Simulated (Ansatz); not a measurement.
# BH6NO: the cost of one run

Computed with Ansatz 0.2.0, Gaussian basis. Level: BLYP-D4/def2-SVP.

1 further run of the same task is left out (it didn't finish).

**1. The system as given**

The start, a first-order saddle point found at PBE0-D4 in triple zeta: 9 atoms, charge 0, spin multiplicity 1.

Atoms are counted from 1 here; the program's logs count them from 0.

Bond lengths: B1–N2 1.561 Å, B1–H3 1.201 Å, B1–H4 1.206 Å, B1–O6 1.618 Å, N2–H7 1.009 Å, N2–H8 1.010 Å, H5–O6 1.165 Å, O6–H9 0.961 Å. Angles: N2–B1–H3 114.3°, N2–B1–H4 113.4°, N2–B1–O6 90.4°, H3–B1–H4 117.3°, H3–B1–O6 108.7°, H4–B1–O6 109.3°, B1–N2–H7 117.4°, B1–N2–H8 117.1°, H7–N2–H8 109.8°, B1–O6–H5 72.9°, B1–O6–H9 111.8°, H5–O6–H9 113.0°.

Geometry (Å):

| atom | x (Å) | y (Å) | z (Å) |
| --- | --- | --- | --- |
| B1 | -0.4246 | -0.5429 | 0.1799 |
| N2 | -0.0624 | 0.9611 | 0.3888 |
| H3 | -1.5714 | -0.7380 | -0.1192 |
| H4 | 0.0617 | -1.2721 | 1.0090 |
| H5 | 0.6008 | 0.4769 | -0.7026 |
| O6 | 0.4761 | -0.5859 | -1.1639 |
| H7 | 0.4626 | 1.2011 | 1.2168 |
| H8 | -0.7988 | 1.6364 | 0.2440 |
| H9 | 1.2560 | -1.1366 | -1.0527 |

**2. Dynamics**

Contents of md/in.yaml:

```yaml
crystal:
  periodic: [false, false, false]
  atoms:
    - {symbol: B, position_ang: [-0.424625, -0.542886, 0.179944]}
    - {symbol: N, position_ang: [-0.062355, 0.961070, 0.388816]}
    - {symbol: H, position_ang: [-1.571383, -0.737955, -0.119210]}
    - {symbol: H, position_ang: [0.061731, -1.272054, 1.008970]}
    - {symbol: H, position_ang: [0.600822, 0.476897, -0.702637]}
    - {symbol: O, position_ang: [0.476118, -0.585871, -1.163865]}
    - {symbol: H, position_ang: [0.462574, 1.201051, 1.216797]}
    - {symbol: H, position_ang: [-0.798825, 1.636444, 0.244030]}
    - {symbol: H, position_ang: [1.256044, -1.136597, -1.052746]}
basis:
  gaussian: {orbitals: def2-SVP}
hamiltonian: {xc: {name: BLYP}, dispersion: d4}
md: {n_steps: 30, timestep: 0.5, temperature: 500, ensemble: nvt_nose_hoover, seed: 593, initial_velocities: maxwell_boltzmann}
```

Launch:

```console
$ ansatz run in.yaml --threads 2 --pin off --events-out ev --progress --plain --max-ram 4352MiB
```

**Question.** How long does this run take on 2 threads of Arm Neoverse V2, shared host?

About 23 s.
